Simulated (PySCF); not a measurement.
hydrogen chloride: proton affinities at several levels

Structure: `Cl` (HCl). Optimised structure (Å), atoms numbered from 1:
```
Cl    0.6454   -0.0058   -0.0056
H    -0.6397    0.0084   -0.0227
```

All levels share the PBE0-D3(BJ)/def2-SVP structures and the PBE0-D3(BJ)/def2-SVP thermal terms; only the single-point energies (PySCF) change. Values are proton affinities (298 K, kJ/mol).

```tsv
level	Cl1	abs. error	time
PBE0-D3(BJ)/6-31G	494	65.3	0.27 s
PBE0-D3(BJ)/6-31+G*	540	19.6	0.3 s
PBE0-D3(BJ)/6-31G*	542	17.6	0.27 s
PBE0-D3(BJ)/def2-SV(P)	543	16.3	0.28 s
LDA/def2-TZVP	547	12.5	0.47 s
PBE0-D3(BJ)/ma-def2-SVP	549	11.0	0.29 s
PBE0-D3(BJ)/pcseg-1	551	8.5	0.3 s
M06-2X/def2-TZVP (grid 3)	552	7.6	0.89 s
PBE0-D3(BJ)/def2-SVPD	552	7.0	0.35 s
PBE0-D3(BJ)/aug-pcseg-1	555	4.9	0.35 s
PBE0-D3(BJ)/aug-cc-pVDZ	555	4.8	0.36 s
CAM-B3LYP-D3(BJ)/def2-TZVP	556	3.7	0.46 s
HF/def2-TZVP	557	2.6	0.18 s
PBE0-D3(BJ)/6-311+G**	557	2.5	0.35 s
ωB97M-D3(BJ)/def2-TZVP (grid 3)	557	2.1	0.75 s
BHandHLYP/def2-TZVP	558	1.4	0.38 s
PBE0-D3(BJ)/cc-pVDZ	561	1.4	0.31 s
PBE0-D3(BJ)/6-311++G(2d,2p)	562	2.6	0.42 s
M06/def2-TZVP (grid 3)	563	3.5	0.84 s
PBE0-D3(BJ)/aug-cc-pVTZ	564	4.0	0.76 s
PBE0-D3(BJ)/ma-def2-TZVP	564	4.7	0.45 s
B3LYP-D3(BJ)/def2-TZVP	564	4.8	0.39 s
PBE0-D3(BJ)/def2-TZVPD	564	4.9	0.49 s
r2SCAN-D3(BJ)/def2-TZVP (grid 3)	565	5.1	1.1 s
PBE0-D3(BJ)/pcseg-2	565	5.2	0.44 s
HSE06/def2-TZVP	565	5.5	0.71 s
PBE0-D3(BJ)/cc-pVTZ	565	5.6	0.45 s
PBE0-D3(BJ)/aug-cc-pVQZ	565	5.8	1.4 s
PBE0-D3(BJ)/jun-cc-pV(T+d)Z	566	6.1	0.53 s
PBE0-D3(BJ)/def2-TZVP	566	6.8	–
LC-ωPBE/def2-TZVP	566	6.9	0.59 s
PBE0-D3(BJ)/def2-QZVPPD	567	7.2	1.2 s
PBE0-D3(BJ)/def2-QZVP	567	7.6	1.1 s
BLYP-D3(BJ)/def2-TZVP	567	8.0	0.6 s
PBE0-D3(BJ)/def2-TZVPP	568	8.5	0.52 s
ωB97X-D3(BJ)/def2-TZVP	568	8.7	0.43 s
PBE0-D3(BJ)/def2-SVP	569	9.2	0.29 s
PBE-D3(BJ)/def2-TZVP	569	9.5	0.6 s
M06-L/def2-TZVP (grid 3)	570	10.2	1.1 s
BP86-D3(BJ)/def2-TZVP	570	10.3	0.59 s
TPSSh-D3(BJ)/def2-TZVP (grid 3)	572	12.3	0.92 s
B97-2/def2-TZVP	573	13.7	0.41 s
TPSS-D3(BJ)/def2-TZVP (grid 3)	573	14.0	0.98 s
OPBE/def2-TZVP	586	26.1	0.66 s
ATcT 1.112	559
```

Times are wall times for all single points of a level on 1 thread of Intel Xeon 6975P-C, a shared host; the dash marks the run that also made the structures. BLYP, BP86, HSE06, LC-ωPBE, LDA, M06-L, OPBE, PBE, TPSS, r2SCAN ran on a slower path of this set-up, which computes the density-fitting integrals anew in every SCF cycle while the other levels store them. So the times needn't show the usual order of cost, and those levels read slower than they are.

Hartree-Fock leaves out electron correlation, so its proton affinities can be off by tens of kJ/mol.

The spread: 91 kJ/mol, from 494 to 586.

Differences come from unrounded values, so a last digit can differ from that of the printed terms.
